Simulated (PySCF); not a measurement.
Compound: C4H8O.
Bonds: O1–C2, C2–C3, C3–C4, C4–C5, C3–C5. Hydrogens: H6 on O1; H7, H8 on C2; H9 on C3; H10, H11 on C4; H12, H13 on C5.

The same species was optimised twice, with GFN2-xTB and with PBE0-D3(BJ)/def2-SVP (PySCF), and the same property calculations (PySCF, gas phase) were run on both structures.

```
     coordinate  GFN2-xTB  PBE0-D3(BJ)/def2-SVP  change
     C4–H10 (Å)     1.080                 1.095  +0.015
     C5–H12 (Å)     1.080                 1.094  +0.014
     C5–H13 (Å)     1.079                 1.093  +0.014
     C4–H11 (Å)     1.079                 1.093  +0.014
      C3–H9 (Å)     1.083                 1.096  +0.013
      C2–H7 (Å)     1.101                 1.111  +0.010
      O1–C2 (Å)     1.410                 1.401  -0.009
      C2–H8 (Å)     1.094                 1.102  +0.008
      C2–C3 (Å)     1.512                 1.504  -0.008
      C3–C4 (Å)     1.501                 1.505  +0.004
      C4–C5 (Å)     1.498                 1.500  +0.002
      O1–H6 (Å)     0.964                 0.963  -0.001
      C3–C5 (Å)     1.498                 1.497  -0.001
   H7–C2–H8 (°)     108.4                 106.5    -1.9
   O1–C2–H7 (°)     110.4                 112.0    +1.6
   C2–O1–H6 (°)     108.4                 107.2    -1.2
   O1–C2–H8 (°)     105.3                 106.4    +1.1
   C3–C2–H7 (°)     109.7                 108.7    -1.0
   C4–C3–H9 (°)     117.1                 116.1    -1.0
   C2–C3–H9 (°)     113.1                 114.0    +0.9
   C5–C3–H9 (°)     117.5                 116.8    -0.7
O1–C2–C3–C4 (°)        85                    83      -2
```

Rotational constants: A = 12715, B = 3220, C = 2888 MHz (GFN2-xTB) against A = 12599, B = 3251, C = 2908 MHz (PBE0-D3(BJ)/def2-SVP). Point groups within 0.08 Å: C1 and C1.

On the GFN2-xTB structure: HOMO (eV) -7.66 [PBE0/pcSseg-1]; LUMO (eV) 1.50 [PBE0/pcSseg-1]; dipole (D) 1.72 [PBE0/pcSseg-1]; GIAO shielding of O1 (ppm) 288.5 [PBE0/pcSseg-1]; GIAO shielding of C2 (ppm) 113.4 [PBE0/pcSseg-1]; GIAO shielding of C3 (ppm) 169.5 [PBE0/pcSseg-1]; GIAO shielding of C4/C5 (mean) (ppm) 183.3 [PBE0/pcSseg-1].

Task: What do these properties become on the PBE0-D3(BJ)/def2-SVP structure?

Result: 
```
                                    property          level  on GFN2-xTB  on PBE0-D3(BJ)/def2-SVP  change
                                   HOMO (eV)  PBE0/pcSseg-1        -7.66                    -7.69   -0.03
                                   LUMO (eV)  PBE0/pcSseg-1         1.50                     1.49   -0.01
                                  dipole (D)  PBE0/pcSseg-1         1.72                     1.72    0.00
energy, GFN2-xTB geometry as zero (kcal/mol)  PBE0/pcSseg-1          0.0                     -0.2    -0.2
                  GIAO shielding of O1 (ppm)  PBE0/pcSseg-1        288.5                    288.8    +0.3
                  GIAO shielding of C2 (ppm)  PBE0/pcSseg-1        113.4                    113.5    +0.1
                  GIAO shielding of C3 (ppm)  PBE0/pcSseg-1        169.5                    168.7    -0.8
        GIAO shielding of C4/C5 (mean) (ppm)  PBE0/pcSseg-1        183.3                    180.9    -2.4
```

The heavy atoms differ by 0.014 Å rms after alignment. Among all bonds C4–H10, C4–H11, C5–H12 and C5–H13 change most and about equally (+0.014 to +0.015 Å). Changes are differences of the printed values. Neither structure is proved a minimum here.

The values belong to the conformer `[OH:1][CH2:2][CH:3]1[CH2:4][CH2:5]1`: O1–C2–C3–C4 83°, H–O1–C2–C3 -52°.
